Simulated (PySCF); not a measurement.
**How exact exchange moves a shielding**

Molecule: SMILES C1=CC(C)=NN1, C$_{4}$H$_{6}$N$_{2}$.

Bonds (- single, = double, # triple, : aromatic): C1-C2 1.492 Å, C2:C3 1.418 Å, C3:C4 1.381 Å, C4:N5 1.351 Å, N5:N6 1.330 Å, N6:C2 1.329 Å. C1 carries H7, H8, H9; C3 carries H10; C4 carries H11; N5 carries H12.

GIAO shieldings (ppm, equivalent atoms averaged) in PySCF 2.14.0 with density-fitted response routines on the PBE0-D3(BJ)/def2-SVP geometry, basis pcSseg-2, gas phase, non-relativistic:

| functional | exact exchange (%) | σ(C3) |
| --- | --- | --- |
| BLYP | 0 | 63.4 |
| BP86 | 0 | 67.4 |
| PBE | 0 | 67.5 |
| B3LYP | 20 | 66.0 |
| PBE0 | 25 | 70.8 |
| BHandHLYP | 50 | 70.9 |
| HF | 100 | 82.4 |

Q: Fit each shielding as a line in the percentage of exact exchange.

A: σ(C3) = 65.4 + 0.16 x (rms 2.0 ppm). The functionals also differ in their semilocal parts, which the line can't hold; Hartree–Fock has no correlation at all.

Q: What does the line predict for mPW1PW91 (25 %), and what does the run give?

A: σ(C3): 69.4 predicted, 69.9 computed ppm.
